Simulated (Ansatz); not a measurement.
# HN–CH$_{2}$⁺, doublet: the ladder up to UCCSDT(Q)

Geometry: that of the HN–CH2, singlet, kept fixed.

```yaml
atoms:
  - { symbol: N, position_ang: [0.0000, -0.1232, -0.6250] }
  - { symbol: C, position_ang: [0.0000, 0.0600, 0.6223] }
  - { symbol: H, position_ang: [0.0000, -0.8099, 1.2818] }
  - { symbol: H, position_ang: [0.0000, 1.0402, 1.1129] }
  - { symbol: H, position_ang: [0.0000, 0.7666, -1.1253] }
```

Basis cc-pVTZ; Ansatz 0.2.0. Correlated methods freeze the noble-gas cores, which leaves 11 electrons in 100 orbitals. Prefix R: restricted or restricted open-shell reference; prefix U: unrestricted. Active spaces: valence = (11e, 11o) chosen from the atoms' valence shells.

Full CI isn't at hand for all of this; UCCSDT(Q) serves as the reference, and is uncertain by the last step of the cluster series or more. The frozen core follows each run's orbitals, which can shift R against U totals by a few meV.

Unrestricted rows (U) aren't spin-pure: their determinants' ⟨S²⟩ exceeds S(S+1) by up to 0.12, so they mix in states of higher spin.

The UHF ⟨S²⟩ is 0.874. The T1 diagnostic (RCCSD) is 0.0390 and the largest doubles amplitude (RCCSD) is 0.107. The T1 diagnostic (UCCSD) is 0.0425.

| level | E − E(UCCSDT(Q)) (kcal/mol) | share of correlation (%) | wall time |
| --- | --- | --- | --- |
| RHF | 230.14 | 0.00 | – |
| UHF | 224.94 | 2.26 | – |
| RMP2 | 28.10 | 87.79 | – |
| UMP2 | 30.82 | 86.61 | – |
| RCCSD | 10.40 | 95.48 | – |
| UCCSD | 10.35 | 95.50 | – |
| RCCSD(T) | 1.15 | 99.50 | 3.7 s (H100) |
| UCCSD(T) | 1.36 | 99.41 | 3.7 s (H100) |
| BCCD(T) | 1.08 | 99.53 | 3.7 s (H100) |
| RCCSDT | 0.56 | 99.76 | – |
| UCCSDT | 0.55 | 99.76 | – |
| RCCSDT(Q) | 0.08 | 99.96 | 23 s (H100) |
| CASSCF (valence space) | 138.82 | 39.68 | – |
| NEVPT2 (valence space) | 25.83 | 88.78 | 4.8 s (H100) |

The correlation energy at UCCSDT(Q), counted from RHF, is -9.980 eV. That run took 20 s on 2 threads of AMD EPYC 7R13 with a shared H100 80 GB, shared host.

Times hold each run's SCF and search for its determinant on a shared host, so for small cases they say little of a method's own cost.

Natural occupations of CASSCF (valence space) about the gap: 1.980 1.973 1.969 1.924 1.008 0.077 0.025 0.020 0.019 0.018; effectively unpaired electrons, Σ n²(2−n)², 1.06.
